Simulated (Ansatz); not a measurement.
We consider rock-salt RbBr, described by Hartree–Fock (PAW; Ansatz, a quantum-chemistry and plane-wave program).

Numerical settings: plane-wave cutoff 460 eV, 6×6×6 k mesh, Fermi–Dirac smearing 0.01 eV, scalar-relativistic PAW data made under PBE.

The direct gap at Γ against volume; x = 100 ln(V/47.277 Å³). One gap is withheld.

```json
[
 {"V (Å³/atom)": "44.913", "x": "-5.13", "gap (eV)": "?"},
 {"V (Å³/atom)": "45.957", "x": "-2.83", "gap (eV)": "11.424"},
 {"V (Å³/atom)": "47.277", "x": "0.00", "gap (eV)": "11.323"},
 {"V (Å³/atom)": "48.459", "x": "2.47", "gap (eV)": "11.237"},
 {"V (Å³/atom)": "49.641", "x": "4.88", "gap (eV)": "11.155"}
]
```

Task: Fit a straight line to the rows shown, give the volume deformation potential and predict the withheld gap.

Result: Means of the 4 rows: x̄ = 1.130, ȳ = 11.2848 eV. Σ(x − x̄)(y − ȳ) = -1.1452 and Σ(x − x̄)² = 32.817, so the slope is -0.0349 eV per unit of x, and dE_g/d ln V = -3.5 eV. At x = -5.13: 11.2848 + (-0.0349) × (-5.13 − (1.130)) = 11.503 eV. The run gives 11.508 eV, 0.005 eV above the line.

Measured, for comparison: band gap 7.2 eV (temperature not stated, no zero-point or thermal correction; as tabulated in Aguado et al. (1998), arXiv:cond-mat/9809176).

Spin–orbit coupling is not included.

Note: the cell is over a tenth larger than the published one: the level's own overestimate first of all, though another phase or state, or a fault of the published cell, is possible.
